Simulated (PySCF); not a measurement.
phosphine (H3P), SMILES P.

The structure is a stationary point at PBE0-D3(BJ)/def2-TZVPD.

These are TDA-PBE/def2-TZVPD in PySCF values and carry that method's errors.

Vertical excitations; the highest root listed may be one member of a degenerate set. The molecule is in vacuum. State labels are in the subgroup Cs.

```csv
state,symmetry,energy (eV),λ (nm),f,main pairs
S1,A',6.49,191,0.133,HOMO→LUMO 99 %
S2,A',7.13,174,0.069,HOMO→LUMO+2 (degenerate set)
S3,A",7.13,174,0.069,HOMO→LUMO+1 (degenerate set)
S4,A',8.97,138,0.040,HOMO→LUMO+4 (degenerate set)
S5,A",8.97,138,0.040,HOMO→LUMO+3 (degenerate set)
S6,A',9.13,136,0.003,HOMO→LUMO+7 (degenerate set)
S7,A",9.13,136,0.003,HOMO→LUMO+6 (degenerate set)
S8,A",9.19,135,0.000,"HOMO−1→LUMO+1 50 %, HOMO−2→LUMO+2 50 %"
S9,A',9.19,135,0.123,HOMO→LUMO+5 84 %
S10,A',9.23,134,0.101,HOMO−1→LUMO 93 %
T1,A',5.71,217,0,HOMO→LUMO+2 (degenerate set)
T2,A",5.71,217,0,HOMO→LUMO+1 (degenerate set)
T3,A',6.17,201,0,HOMO→LUMO 99 %
T4,A',8.19,151,0,"HOMO−1→LUMO+2 40 %, HOMO−2→LUMO+1 40 %, HOMO→LUMO+5 17 %"
```
Triplets are in the Tamm–Dancoff approximation.
